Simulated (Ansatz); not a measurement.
Potential energy curve for BeH, doublet.

UKS-PBE = Ansatz (a quantum-chemistry and plane-wave program) with unrestricted PBE/def2-SVP; UMP2 = Ansatz with MP2 on UHF/def2-SVP, frozen core; FCI = Ansatz with full CI/def2-SVP, frozen core.

Energies relative to the lowest point of each curve near equilibrium, in kcal/mol:

```csv
R / Å,UKS-PBE,UMP2
1.08,19.4,18.3
1.30,0.7,0.4
1.34,0.1,0.0
1.36,0.0,0.0
1.43,0.6,1.1
1.65,8.2,10.6
1.86,19.0,23.6
2.45,45.0,50.3
2.74,51.2,53.4
3.72,55.2,54.1
4.75,55.3,54.0
5.40,55.4,54.0
```

Problem. Predict the corresponding FCI column.

Solution. 1.08: 18.5; 1.30: 0.5; 1.34: 0.0; 1.36: 0.0; 1.43: 0.9; 1.65: 9.2; 1.86: 20.1; 2.45: 41.4; 2.74: 43.9; 3.72: 44.1; 4.75: 44.0; 5.40: 44.0 (kcal/mol).

The unrestricted determinant behind UMP2 is spin-contaminated at 2.07 to 5.40 Å (<S²> up to 1.0, against 0.75 for a pure doublet).
